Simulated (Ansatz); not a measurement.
**A ladder of methods for BH3O (BH2(OH))**

The species is BH3O (5 atoms), meant as a singlet with charge 0. As SMILES, `[H]B([H])O`. The coordinates come from a GFN2-xTB relaxation.

Each level gives the electronic atomisation energy (eV). The values are calculated. Electronic energies at fixed atoms, without zero-point motion or spin-orbit coupling.

| level | kind | program | value (eV) | less FCI/STO-3G |
| --- | --- | --- | --- | --- |
| HF/STO-3G | Hartree–Fock | Ansatz | 17.18 | -1.86 |
| PBE/STO-3G | GGA | Ansatz | 22.78 | +3.74 |
| BHLYP/STO-3G | global hybrid | Ansatz | 21.49 | +2.45 |
| PBE0/STO-3G | global hybrid | Ansatz | 22.16 | +3.12 |
| r2SCAN0/STO-3G | hybrid meta-GGA | Ansatz | 21.89 | +2.85 |
| wB97M-V/STO-3G | range-separated hybrid | Ansatz | 22.75 | +3.71 |
| B2PLYP/STO-3G | double hybrid | Ansatz | 21.11 | +2.07 |
| MP2/STO-3G | perturbation theory | Ansatz | 18.91 | -0.13 |
| CCSD/STO-3G | coupled cluster or CI | Ansatz | 18.94 | -0.10 |
| FCI/STO-3G | exact in the basis | Ansatz | 19.04 | 0.00 |

FCI/STO-3G is exact within its basis and frozen core, so for wave-function methods in that basis the difference is their error; functionals converge differently with the basis, so for them it is only a difference. The values span 17.18 to 22.78 eV. All rows use very small basis sets, so none should be taken for the real molecule's value.
